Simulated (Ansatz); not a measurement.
# How far each method lies from full CI for HBGe, singlet

Geometry: that of the HBGe, triplet, kept fixed. The triplet lies 0.6 eV lower here.

```xyz
3

Ge    0.0000    0.0000    1.6897
B     0.0000    0.0000   -0.2506
H     0.0000    0.0000   -1.4391
```

Basis cc-pVDZ; Ansatz 0.2.0. Correlated methods freeze the noble-gas cores and the filled d shells of p-block atoms, which leaves 8 electrons in 31 orbitals. Prefix R: restricted or restricted open-shell reference; prefix U: unrestricted. Active spaces: valence = (8e, 9o) chosen from the atoms' valence shells. No spin–orbit coupling is included, and no scalar relativity.

Full CI is exact within this basis and frozen core; it isn't the basis-set limit. The frozen core follows each run's orbitals, which can shift R against U totals by a few meV for light atoms and by up to 0.1 eV past Ca.

The determinant fills πx and πy unequally, so it is a mixture of Σ and Δ, which weighs on every level built on one determinant.

- UHF ⟨S²⟩: 1.011
- T1 diagnostic (RCCSD): 0.0170
- largest doubles amplitude (RCCSD): 0.165

| level | E − E(full CI) (kJ/mol) | share of correlation (%) | wall time |
| --- | --- | --- | --- |
| RHF | 486.1 | 0.00 | – |
| RMP2 | 126.4 | 73.99 | – |
| CISD | 69.7 | 85.66 | 0.78 s |
| RCCSD | 35.2 | 92.76 | – |
| RCCSD(T) | 16.7 | 96.56 | 0.75 s |
| BCCD(T) | 16.8 | 96.54 | 0.81 s |
| RCCSDT* | 7.0 | 98.56 | – |
| CISDTQ | 8.7 | 98.21 | 11 s (H100) |
| RCCSDT(Q)* | 0.8 | 99.84 | 2.5 s |
| RCCSDTQ* | 0.4 | 99.93 | 13 s (H100) |

An asterisk marks runs whose energy the program itself flagged as in doubt.

The correlation energy at full CI, counted from RHF, is -5.038 eV. That run took 61 s on 2 threads of AMD EPYC 7R13 with a shared H100 80 GB, shared host over 247,513,357 determinants.

Run but not shown, since their state or frozen core can't be matched to the reference's or they repeat it: UHF, UMP2, UCCSD, UCCSD(T), UCCSDT, UCCSDT(Q), UCCSDTQ, CASSCF (valence space), NEVPT2 (valence space), MRCISD (valence space), MRCISD+Q (valence space), MRCISD+Q(relaxed) (valence space).

Times hold each run's SCF and search for its determinant on a shared host, so for small cases they say little of a method's own cost; rows without a card ran on 1 thread of AMD EPYC 7R13.

Unrestricted levels hold only the spin's projection, and here they fall towards a lower state of higher spin.

The full-CI state has the irrep A1 of C2v, in the program's axes (one component, if the state is degenerate).

Natural occupations of full CI about the gap: 1.956 1.949 1.912 0.968 0.936 0.069 0.067 0.036 0.020 0.010; effectively unpaired electrons, Σ n²(2−n)², 2.08. No single determinant describes this state well, so single-reference rows can miss without a flag.
